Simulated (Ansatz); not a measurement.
in.yaml

```yaml
crystal:
  periodic: [false, false, false]
  atoms:
    - {symbol: Al, position_ang: [0.000000, -0.074388, 0.613390]}
    - {symbol: C, position_ang: [0.000000, 0.010117, -1.308029]}
    - {symbol: H, position_ang: [0.000000, 1.321704, 1.420502]}
    - {symbol: H, position_ang: [0.000000, 0.549036, -2.253748]}
basis:
  gaussian: {orbitals: 6-31G}
magnetization: {spin_polarized: false, initial_magnetization: 1}
correlation: {method: ccsdtq, electrons: outside_noble_gas}
```

```sh
$ ansatz run in.yaml --threads 2 --pin off --events-out ev --progress --plain --max-ram 24576MiB --backend cuda --devices 0, --max-vram 18GiB
```

Output:

```
561 factors; integrals over basis functions are off by at most 2.2e-7 eV
mean field evaluation 1: about -7634.9549 eV, gradient 2.4e1 eV
mean field evaluation 2: about -7634.9570 eV, gradient 2.4e1 eV
mean field evaluation 4: about -7637.7982 eV, gradient 7.4e0 eV
mean field evaluation 8: about -7638.4824 eV, gradient 4.4e-1 eV
mean field evaluation 16: about -7634.7327 eV, gradient 2.4e1 eV
mean field evaluation 32: about -7637.8472 eV, gradient 5.7e-5 eV
mean field evaluation 64: about -7637.8405 eV, gradient 6.8e-1 eV
mean field evaluation 96: about -7638.4863 eV, gradient 5.4e-1 eV
mean field evaluation 128: about -7635.9529 eV, gradient 4.4e0 eV
mean field evaluation 160: about -7635.3105 eV, gradient 2.5e-2 eV
...
cycle  37  -5.09127736 eV  change   -7.5e-5 eV  update   1.5e-5
cycle  38  -5.09128245 eV  change   -5.1e-6 eV  update   8.7e-6
cycle  39  -5.09127511 eV  change    7.3e-6 eV  update   5.2e-6
cycle  40  -5.09127164 eV  change    3.5e-6 eV  update   2.1e-6
cycle  41  -5.09126970 eV  change    1.9e-6 eV  update   1.4e-6
cycle  42  -5.09127026 eV  change   -5.7e-7 eV  update   7.7e-7
cycle  43  -5.09127012 eV  change    1.4e-7 eV  update   5.5e-7
cycle  44  -5.09127026 eV  change   -1.4e-7 eV  update   4.3e-7
cycle  45  -5.09127056 eV  change   -2.9e-7 eV  update   3.0e-7
cycle  46  -5.09127025 eV  change    3.1e-7 eV  update   3.0e-7
WARN: these amplitudes may be one of several solutions (largest doubles amplitude 0.47, level shift 0.97 eV)
Total energy: -7643.20948494 eV, -280.8827678180 hartree
```

For the same geometry and basis full CI lies 2.3 meV lower.

Ran on 2 threads of AMD EPYC 7R13 with a shared H100 80 GB, shared host: 37 s wall, 0.85 GiB peak host memory.
